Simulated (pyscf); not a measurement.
## Four-centre exchange: `[OH][PH][OH]` + `[SiH4]` → `[OH][PH][O][SiH3]` + `[H][H]`

Gas phase, singlet surface, charge 0. Bonds broken: O1–H4, Si7–H8. Bonds formed: O1–Si7, H4–H8. PySCF, gas phase, ωB97X-D3(BJ)/def2-SVP geometries.

Transition state (Å):

```xyz
11

O     -1.5846     0.1884     0.5559
P     -1.7128    -1.4830     0.3110
O     -0.6103    -1.7295    -0.8952
H     -1.9299     1.0576    -0.0580
H     -0.8167    -1.7982     1.3674
H     -1.0539    -1.8560    -1.7437
Si    -0.0739     1.3596     0.5406
H     -1.4388     2.0645    -0.3231
H      0.7496     1.4721    -0.6970
H      0.6562     0.3177     1.3551
H     -0.0260     2.5623     1.4219
```

One imaginary mode, 1288i cm⁻¹; descent along it reached the two sides named.

```json
[
 {"bond": "O1–H4", "change": "breaks", "reactant side (Å)": "0.965", "saddle": "1.119", "product side": "2.548"},
 {"bond": "Si7–H8", "change": "breaks", "reactant side (Å)": "1.490", "saddle": "1.762", "product side": "4.1"},
 {"bond": "O1–Si7", "change": "forms", "reactant side (Å)": "3.0", "saddle": "1.912", "product side": "1.683"},
 {"bond": "H4–H8", "change": "forms", "reactant side (Å)": "3.2", "saddle": "1.151", "product side": "0.762"}
]
```

Electronic energies relative to the separated reactants (kcal/mol):

```csv
level,barrier,reaction energy,reverse barrier
ωB97X-D3(BJ)/def2-TZVP,36.2,-19.6,55.9
PBE/def2-TZVP,32.5,-14.6,47.1
r²SCAN/def2-TZVP,33.6,-18.0,51.6
B3LYP-D3(BJ)/def2-TZVP,35.5,-18.9,54.4
PBE0-D3(BJ)/def2-TZVP,34.0,-16.3,50.3
M06-2X/def2-TZVP,36.2,-21.3,57.5
ωB97M-D3(BJ)/def2-TZVP,36.2,-18.0,54.2
HF/def2-TZVP,55.5,-16.7,72.2
```

With ωB97M-D3(BJ)/def2-TZVP energies and thermal terms (ideal gas, 1 atm, RRHO with modes under 100 cm⁻¹ raised to 100, one conformer, R ln 2 for rigid chiral ones), in kcal/mol:

| T (K) | ΔH‡ | ΔG‡ | ΔH | ΔG |
|---|---|---|---|---|
| 298 | 34.2 | 44.2 | -20.6 | -19.0 |
| 600 | 34.5 | 54.2 | -19.4 | -17.9 |
| 900 | 35.2 | 63.9 | -18.5 | -17.4 |
| 1200 | 36.1 | 73.3 | -17.8 | -17.1 |

HO–PH–O–SiH₃ lies 16.1 kcal/mol over its isomer HO–SiH₂–O–PH₂, and others may lie lower still (electronic energy, ωB97M-D3(BJ)). One saddle was located; it need not be the lowest between these sides.
